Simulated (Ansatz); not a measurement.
`N[SiH]O` radical, relaxed with UKS PBE-D4/def2-SVP in the Gaussian-basis code of Ansatz from a rough embedded geometry. The force threshold is 0.03 eV/Å; the program also tests the step.

Charge 0, multiplicity 2.

Start:

```xyz
7

N    -0.071   -0.911   -0.262
Si   -0.498    0.479    0.519
O     0.306    1.532   -0.429
H    -0.660   -1.003   -1.158
H    -0.352   -1.763    0.314
H     0.151    0.420    1.824
H     1.124    1.247   -0.808
```

```tsv
step	energy (eV)	largest force (eV/Å)	largest move (Å)
1	-11466.1297	3.241	0.000
2	-11466.6261	1.353	0.117
3	-11466.7327	0.182	0.082
4	-11466.7404	0.143	0.024
5 (rejected)	-11466.7350	0.302	0.116
6	-11466.7465	0.104	0.057
7 (rejected)	-11466.7464	0.085	0.038
8	-11466.7472	0.021	0.019
```

End:

```xyz
7

N    -0.231   -1.001   -0.262
Si   -0.452    0.565    0.501
O     0.369    1.722   -0.415
H    -0.646   -1.178   -1.182
H    -0.336   -1.833    0.329
H     0.139    0.370    1.891
H     1.158    1.355   -0.861
```

It took 8.5 s on 2 threads of a server CPU on a shared host, with 0.17 GiB of host memory at the peak.
